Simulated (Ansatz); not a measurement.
Compare A (`C#COC=C`) with its isomer B (`C#CC(=C)O`).

Program: Ansatz. Geometries: PBE0-D4/def2-TZVP. ΔE: electronic, gas phase. CCSD(T)/CBS adds triple-zeta CCSD(T) − MP2 to the extrapolated MP2 energy (def2 sets, frozen cores). Functionals use def2-TZVPP. B3LYP here is the variant with VWN-RPA as its local correlation; programs differ in this. One conformer a species, not always the lowest.

A:

```xyz
9

C     0.884    2.002    0.555
C     0.932    0.977   -0.063
O     1.031   -0.114   -0.753
C     0.031   -1.063   -0.629
C    -1.034   -0.958    0.141
H     0.852    2.915    1.098
H     0.264   -1.905   -1.265
H    -1.750   -1.767    0.156
H    -1.211   -0.086    0.758
```

B:

```xyz
9

C    -1.0539    0.4356   -1.8083
C    -0.4340    0.2035   -0.8045
C     0.3619   -0.0411    0.3529
C    -0.1145   -0.6209    1.4535
O     1.6624    0.3561    0.2766
H    -1.6190    0.6330   -2.6887
H    -1.1477   -0.9294    1.4966
H     0.5276   -0.7860    2.3084
H     1.8173    0.7492   -0.5865
```

(1) Which isomer does CCSD(T)/CBS put lower? Give the gap. (Estimate.)

(2) Give E(B) − E(A) in kcal/mol with ωB97M-V, PBE-D4, B2PLYP, PBE0-D4, B3LYP, CCSD/def2-TZVPP, MP2/def2-TZVPP. (Best estimate.)

Largest T1 diagnostic: 0.013.

Answers

(1) The calculation gave: B, by 21.1 kcal/mol.

(2) The calculation gave: ωB97M-V -19.5, PBE-D4 -20.1, B2PLYP -20.3, PBE0-D4 -20.1, B3LYP -19.6, CCSD/def2-TZVPP -20.3, MP2/def2-TZVPP -21.9. None reverses the order clearly.

In def2-TZVPP, CCSD(T) changes the Hartree–Fock value by −2.1 kcal/mol (the triples alone add −0.4 kcal/mol) and MP2 by −3.4 kcal/mol.
